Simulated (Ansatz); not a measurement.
Geometry optimisation, Ansatz, RKS PBE/def2-SVP.

Input file:

```yaml
crystal:
  periodic: [false, false, false]
  atoms:
    - { symbol: Si, position_ang: [0.0, 0.0, 0.0] }
    - { symbol: Si, position_ang: [0.0, 0.0, 2.57] }
    - { symbol: H, position_ang: [-1.3148, -0.4067, 3.0574] }
    - { symbol: H, position_ang: [1.0096, -0.9353, 3.0574] }
    - { symbol: H, position_ang: [0.3052, 1.342, 3.0574] }
    - { symbol: H, position_ang: [1.3768, 0.0, -0.4862] }
    - { symbol: H, position_ang: [-0.6877, 1.1914, -0.4862] }
    - { symbol: H, position_ang: [-0.6877, -1.1914, -0.4862] }
    - { symbol: H, position_ang: [-1.6702, 0.0, 0.555] }
    - { symbol: H, position_ang: [-1.464, 0.0, 1.5048] }
basis:
  gaussian: { orbitals: def2-SVP }
hamiltonian:
  xc: pbe
relax:
  f_tol: 0.15
  max_steps: 25
  restrain:
    - { distance: [0, 8], at: 1.46, k: 30.0 }
    - { distance: [9, 1], at: 1.46, k: 30.0 }
    - { distance: [0, 1], at: 3.42, k: 30.0 }
    - { distance: [9, 8], at: 1.86, k: 30.0 }
```

Launched with:

```bash
$ ansatz run input.yaml --threads 1 --pin off --max-ram 2048MiB --backend cpu --events-out ev --progress --plain --runs-dir out
```

Q: Where does it end, and by what steps?

A: It converged. The restraints hold the end off the free minimum. After 14 steps the energy has fallen by 2.506 eV (the restraints' own energy left out); H7 moved furthest, 1.54 Å.

| step | energy less start (eV) | largest force component (eV/Å) | accepted |
| --- | --- | --- | --- |
| 0 | 0.0000 | 3.698 | yes |
| 1 | 2.1082 | 4.065 | yes |
| 2 | 3.0959 | 2.082 | yes |
| 3 | 1.9893 | 2.167 | yes |
| 4 | 0.5246 | 1.686 | yes |
| 5 | -0.6257 | 1.134 | yes |
| 6 | -1.4163 | 1.457 | yes |
| 7 | -1.8517 | 1.696 | yes |
| 8 | -2.0366 | 1.883 | yes |
| 9 | -2.2146 | 1.622 | yes |
| 10 | -2.3625 | 1.357 | yes |
| 11 | -2.4593 | 0.914 | yes |
| 12 | -2.4890 | 0.728 | yes |
| 13 | -2.4948 | 0.602 | yes |
| 14 | -2.5062 | 0.698 | yes |

```xyz
10
Properties=species:S:1:pos:R:3
Si -0.357 0.192 -0.477
Si -0.289 -0.188 2.933
H -0.854 -0.664 4.246
H 0.782 -1.143 2.490
H 0.305 1.180 3.120
H 0.741 0.835 0.322
H -0.295 0.695 -1.895
H -0.167 -1.299 -0.471
H -1.648 0.505 0.165
H -1.352 -0.113 1.910
```

The run took 29 s on 1 thread of Arm Neoverse V1, on a shared host, peak memory 0.12 GiB.
